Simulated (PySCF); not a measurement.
Stretching LiSi

Set-up: Li STO-3G, Si STO-3G; no relativity (PySCF 2.14). Energies in eV from Li + Si in their ground configurations at the same level. All curves are PBE0. state 1: ⁴Σ⁻ (quartet), unpaired electrons σ ↑, π ↑↑; state 2: ²Π (doublet), unpaired electrons π ↑, a second solution, started from another occupation; state 3: Ms = 0.5 determinant of mixed spin (⟨S²⟩ near 1.8), unpaired electrons σ ↑, π ↑↓, a mixture of terms (⟨Lz²⟩ = 2.0), a second solution, started from another occupation; state 4: Ms = 0.5 determinant of mixed spin (⟨S²⟩ near 1.8), unpaired electrons σ ↓, π ↑↑, a second solution, started from another occupation.

| R (Å) | state 1 | state 2 | state 3 | state 4 |
| --- | --- | --- | --- | --- |
| 1.811 | -2.732 | -0.801 | -2.017 | -1.845 |
| 1.895 | -3.048 | -1.449 | -2.339 | -2.169 |
| 1.980 | -3.232 | -1.932 | -2.528 | -2.360 |
| 2.043 | -3.301 | -2.205 | -2.600 | -2.435 |
| 2.106 | -3.322 | -2.412 | -2.624 | -2.462 |
| 2.169 | -3.303 | -2.564 | -2.608 | -2.450 |
| 2.253 | -3.228 | -2.695 | -2.537 | -2.386 |
| 2.359 | -3.075 | -2.767 | -2.389 | -2.248 |
| 2.485 | -2.832 | -2.755 | -2.153 | -2.029 |
| 2.654 | -2.453 | -2.629 | -1.784 | -1.689 |

**Question.** Put a parabola through the three lowest points of the state 1 curve and estimate Re, k and ωe (reduced mass 5.609 u; 1 eV/Å² = 0.16022 mdyn/Å; ωe = 1302.8·√(k/μ) cm⁻¹).

**Answer.** Through R = 2.043, 2.106, 2.169 Å the second-order coefficient is 5.04 eV/Å², so Re ≈ 2.108 Å, k ≈ 1.61 mdyn/Å and ωe ≈ 699 cm⁻¹. A polynomial fit of higher order to the unrounded PBE0 energies gives Re = 2.105 Å, k = 1.59 mdyn/Å, ωe = 694 cm⁻¹; anharmonicity and rounding make the difference.

The higher-order fit for each curve: state 1: Re = 2.105 Å, ωe = 694 cm⁻¹, De = 3.32 eV; state 2: Re = 2.403 Å, ωe = 539 cm⁻¹, minimum 2.77 eV below the ground-state fragments; state 3: Re = 2.110 Å, ωe = 690 cm⁻¹, minimum 2.62 eV below the ground-state fragments; state 4: Re = 2.116 Å, ωe = 676 cm⁻¹, minimum 2.46 eV below the ground-state fragments.

STO-3G is very small, so such numbers show the basis as much as the molecule. The state was picked by a PBE0 search and need not be the measured ground state.
